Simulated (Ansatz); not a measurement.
Geometry optimisation, Ansatz 0.2.0, UKS B3LYP/def2-SVP.

input.yaml

```yaml
crystal:
  periodic: [false, false, false]
  atoms:
    - { symbol: Si, position_ang: [-1.378159, -0.046317, -0.82596] }
    - { symbol: Cl, position_ang: [-0.18876, -1.4911, -1.81323] }
    - { symbol: H, position_ang: [-1.737011, 0.962391, -1.859991] }
    - { symbol: H, position_ang: [-0.801854, 0.637886, 0.326545] }
    - { symbol: H, position_ang: [-2.604085, -0.765959, -0.385039] }
    - { symbol: H, position_ang: [1.393253, -0.511462, 0.037898] }
    - { symbol: C, position_ang: [1.325578, 0.138667, 0.899618] }
    - { symbol: H, position_ang: [2.297943, 0.104869, 1.421289] }
    - { symbol: H, position_ang: [0.554326, -0.206111, 1.598212] }
    - { symbol: H, position_ang: [1.13897, 1.176937, 0.600756] }
magnetization:
  spin_polarized: true
basis:
  gaussian: { orbitals: def2-SVP }
hamiltonian:
  xc: b3lyp
relax:
  f_tol: 0.03
  max_steps: 50
```

Run as:

```bash
$ ansatz run input.yaml --threads 2 --pin off --max-ram 3072MiB --backend cpu --events-out ev --progress --plain --runs-dir out
```

Problem. Where does it end, and by what steps?

Solution. It converged. The force dipped under the threshold on the way, but the program's further checks kept it going. After 15 steps the energy has fallen by 0.434 eV; H9 moved furthest, 1.20 Å.

| step | energy less start (eV) | largest force component (eV/Å) | accepted |
| --- | --- | --- | --- |
| 0 | 0.0000 | 1.090 | yes |
| 1 | -0.2758 | 0.263 | yes |
| 2 | -0.3818 | 0.142 | yes |
| 3 | -0.4008 | 0.281 | yes |
| 4 | -0.4224 | 0.164 | yes |
| 5 | -0.4263 | 0.089 | yes |
| 6 | -0.4252 | 0.293 | no |
| 7 | -0.4284 | 0.013 | yes |
| 8 | -0.4305 | 0.075 | yes |
| 9 | -0.4313 | 0.136 | yes |
| 10 | -0.4321 | 0.090 | yes |
| 11 | -0.4328 | 0.041 | yes |
| 12 | -0.4332 | 0.030 | yes |
| 13 | -0.4336 | 0.026 | yes |
| 14 | -0.4339 | 0.026 | yes |
| 15 | -0.4341 | 0.024 | yes |

```xyz
10
Properties=species:S:1:pos:R:3
Si -2.087 -0.117 -1.319
Cl -0.446 -1.306 -1.804
H -2.395 0.769 -2.473
H -1.749 0.699 -0.122
H -3.249 -0.998 -1.028
H 1.390 -0.226 0.523
C 1.984 0.191 1.349
H 2.994 -0.244 1.327
H 1.504 -0.050 2.308
H 2.054 1.283 1.239
```

The run took 38 s on 2 threads of Arm Neoverse V1, with other jobs on the host, peak memory 0.22 GiB.
